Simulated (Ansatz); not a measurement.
**SiH₄, triplet along the distance Si1-H2**

All five atoms lie in one plane.

Starting geometry (PBE0/def2-TZVP stationary point for this spin, not checked as a minimum):

```xyz
5

Si    0.0000    0.0000    0.0000
H    -0.0115    1.0851    1.0776
H    -0.0165   -1.0776    1.0850
H     0.0165    1.0776   -1.0850
H     0.0115   -1.0851   -1.0776
```

From there H2 moves along the line of the two atoms named below, all else staying in place; atoms are numbered as listed. Energies are in kcal/mol, counted from the starting geometry at the same level.

Basis cc-pVDZ; Ansatz 0.2.0. Only valence electrons are correlated (noble-gas cores frozen). R marks a restricted (for open shells ROHF) determinant, U an unrestricted one. Active spaces: valence = (8e, 8o) chosen from the atoms' valence shells.

Runs in a small pair space aren't shown, since their orbitals change along the scan.

Full CI is exact within this basis and frozen core; it isn't the basis-set limit. The frozen core follows each run's orbitals, which can shift R against U totals by a few meV.

```csv
distance Si1-H2 (Å),full CI,unpaired electrons (full CI),error UMP2,error UCCSD,error BCCD(T),error RCCSDT(Q),error RCCSDTQ,error NEVPT2 (valence space)
1.350,7.7,2.05,-0.5,-0.2,0.0,0.0,0.0,0.4
1.529,0.0,2.05,0.0,0.0,0.0,0.0,0.0,0.0
1.660,1.3,2.06,0.7,0.1,0.0,0.0,0.0,-0.2
2.136,14.0,2.07,0.4,0.0,0.1,0.0,0.0,-0.3
2.840,16.7,2.07,-1.7,-0.7,-0.1,0.0,0.0,-1.5
4.124,16.3,2.07,-1.8,-0.8,-0.1,0.0,0.0,-1.7
```

Unpaired electrons are Σ n²(2−n)² over natural occupations. Errors are those of relative energies. In total energy the starting point itself misses full CI by: UMP2 23.7, UCCSD 3.4, BCCD(T) 0.8, RCCSDT(Q) 0.0, RCCSDTQ 0.0, NEVPT2 (valence space) 16.7 kcal/mol.

Spread of the error over the points with a reference, to 4.124 Å (largest less smallest): RCCSDTQ 0.0, RCCSDT(Q) 0.0, BCCD(T) 0.2, UCCSD 0.9, NEVPT2 (valence space) 2.1, UMP2 2.5 kcal/mol.

Going outwards, the relative energy of NEVPT2 (valence space) first misses by more than 1.0 kcal/mol at 2.840 Å.
